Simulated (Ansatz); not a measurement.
# C₃H₇N: one species, many methods

How much do the methods differ for C₃H₇N? The plan is to run it at one geometry with functionals of several rungs and with coupled cluster. The yardstick is the atomisation energy at the CCSD(T) limit.

The runs use Ansatz 0.2.0, Gaussian basis; functionals in def2-TZVPP, the program's frozen cores in correlated methods.

Plan: LDA (SPW92), PBE-D4, revPBE-D4, BLYP-D4, r2SCAN-D4, B97M-V, PBE0-D4, B3LYP-D4, r2SCANh-D4, r2SCAN0-D4, HSE06-D4, BHLYP-D4, CAM-B3LYP-D4, LC-ωPBE, ωB97X-V, ωB97M-V, B2PLYP, PBE-QIDH; CCSD(T)/def2-SVP; CCSD(T)/def2-TZVPP; MP2/def2-QZVPP; extrapolation to the limit; RPA on PBE.

### 1 Structure used throughout

All runs share one geometry, relaxed beforehand with PBE0-D4 in a triple-zeta def2 set.

SMILES `C1CNC1`, 11 atoms, charge 0, spin multiplicity 1.

Atoms are counted from 1 here; the program's logs count them from 0.

Bond lengths: C1–C2 1.537 Å, C1–C4 1.537 Å, C1–H5 1.090 Å, C1–H6 1.089 Å, C2–N3 1.472 Å, C2–H7 1.099 Å, C2–H8 1.093 Å, N3–C4 1.472 Å, N3–H9 1.012 Å, C4–H10 1.099 Å, C4–H11 1.093 Å. Angles: C2–C1–C4 85.6°, C2–C1–H5 112.1°, C2–C1–H6 117.8°, C4–C1–H5 112.1°, C4–C1–H6 117.8°, H5–C1–H6 109.6°, C1–C2–N3 88.6°, C1–C2–H7 111.6°, C1–C2–H8 118.0°, N3–C2–H7 114.1°, N3–C2–H8 114.8°, H7–C2–H8 108.8°, C2–N3–C4 90.4°, C2–N3–H9 115.9°, C4–N3–H9 115.9°, C1–C4–N3 88.6°, C1–C4–H10 111.6°, C1–C4–H11 118.0° and more.

### 2 LDA

This LDA is Slater exchange with PW92 correlation.

in.yaml

```yaml
crystal:
  periodic: [false, false, false]
  atoms:
    - {symbol: C, position_ang: [-0.691019, 0.464456, -0.499612]}
    - {symbol: C, position_ang: [-0.588682, -0.335994, 0.807952]}
    - {symbol: N, position_ang: [0.659008, -0.930963, 0.303113]}
    - {symbol: C, position_ang: [0.809266, 0.173058, -0.658208]}
    - {symbol: H, position_ang: [-1.290967, -0.050079, -1.250297]}
    - {symbol: H, position_ang: [-1.001516, 1.506057, -0.434019]}
    - {symbol: H, position_ang: [-0.451455, 0.323060, 1.676329]}
    - {symbol: H, position_ang: [-1.381415, -1.054202, 1.033165]}
    - {symbol: H, position_ang: [1.405162, -1.034458, 0.978620]}
    - {symbol: H, position_ang: [1.424447, 1.006155, -0.291105]}
    - {symbol: H, position_ang: [1.172570, -0.124189, -1.645439]}
basis:
  gaussian: {orbitals: def2-TZVPP}
hamiltonian: {xc: lda}
output: {orbitals: {seedname: orbitals}}
```

The run is started by

```sh
> ansatz run in.yaml --threads 2 --pin off --events-out ev --progress --plain --max-ram 4352MiB
```

Further steps of the session: PBE-D4 (GGA); revPBE-D4 (GGA); BLYP-D4 (GGA); r2SCAN-D4 (meta-GGA); B97M-V (meta-GGA); B3LYP-D4 (hybrid); r2SCANh-D4 (hybrid); r2SCAN0-D4 (hybrid); HSE06-D4 (hybrid); BHLYP-D4 (hybrid); CAM-B3LYP-D4 (range-separated); LC-ωPBE (range-separated); ωB97X-V (range-separated); ωB97M-V (range-separated); B2PLYP (double hybrid); PBE-QIDH (double hybrid); CCSD(T) in def2-SVP; CCSD(T) in def2-TZVPP; MP2 in def2-QZVPP; RPA on PBE orbitals.

Q: Predict the results of all the runs planned. Wanted: atomisation energy, CCSD(T)/CBS; farthest beyond LDA; mean size of error, GGA; mean size of error, meta-GGA; mean size of error, hybrid; mean size of error, range-separated; mean size of error, double hybrid; gap, smallest and largest; T1 diagnostic.

As calculated:

| quantity | value |
| --- | --- |
| atomisation energy, CCSD(T)/CBS | 1015.5 kcal/mol |
| functionals within 5.1 kcal/mol (0.5 %) | revPBE-D4, BLYP-D4, r2SCAN-D4, B97M-V, B3LYP-D4, r2SCANh-D4, PBE-QIDH |
| farthest beyond LDA | PBE-D4 (+27.9 kcal/mol) |
| mean size of error, GGA | 10.8 kcal/mol |
| mean size of error, meta-GGA | 1.0 kcal/mol |
| mean size of error, hybrid | 11.3 kcal/mol |
| mean size of error, range-separated | 6.1 kcal/mol |
| mean size of error, double hybrid | 4.3 kcal/mol |
| gap, smallest and largest | 5.32 eV (BLYP-D4), 12.59 eV (LC-ωPBE) |
| T1 diagnostic | 0.0088 |
| triples share of the correlation energy | 3.9 % |

What this shows: LDA overbinds by 152.8 kcal/mol (15 %). PBE-D4 misses by +27.9 kcal/mol. Double hybrids carry the basis error of their MP2 part in triple zeta, and no dispersion term here, so their miss is partly the set-up's. The rungs meta-GGA, double hybrid miss on average by less than the doubt on the reference (5.1 kcal/mol), so they tie. The reference freezes the cores and leaves out relativity and excitations past (T), so misses under about 5.1 kcal/mol can't be ranked. Hartree-Fock recovers 72 % of the binding; the rest is correlation. CCSD(T) in def2-SVP is off by -45.8 kcal/mol, which most functionals beat. Orbital gaps span 5.3 to 12.6 eV; exact exchange widens them.
